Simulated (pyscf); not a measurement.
Thermochemistry of product channels of H₃Ge–AsH₂ (SMILES [GeH3][AsH2]) on the singlet surface, in eV, from ωB97M-D3(BJ)/def2-TZVP energies (ideal gas, 1 atm, RRHO with modes under 100 cm⁻¹ raised to 100, one conformer, R ln 2 for chiral ones without a mode under 150 cm⁻¹). PySCF, gas phase, ωB97X-D3(BJ)/def2-SVP geometries.

```
products                                                          ΔE  ΔH(298 K)  ΔG(298 K)  ΔG(1200 K)
-------------------------------------------------------------  -----  ---------  ---------  ----------
:HGe–AsH₂ (SMILES [GeH][AsH2]) [singlet] + H₂ (SMILES [H][H])  +1.56      +1.43      +1.05       -0.17
H₂Ge=AsH (SMILES [GeH2]=[AsH]) + H₂ (SMILES [H][H])            +1.39      +1.27      +0.93       -0.15
```

The channel to :HGe–AsH₂ [singlet] + H₂ turns favourable between 298 and 1200 K (ΔG from +1.05 eV to -0.17 eV). The channel to H₂Ge=AsH + H₂ turns favourable between 298 and 1200 K (ΔG from +0.93 eV to -0.15 eV).

These are energies of the channels, which say nothing of barriers. Elements up to Kr have no core potential and no relativistic terms here.
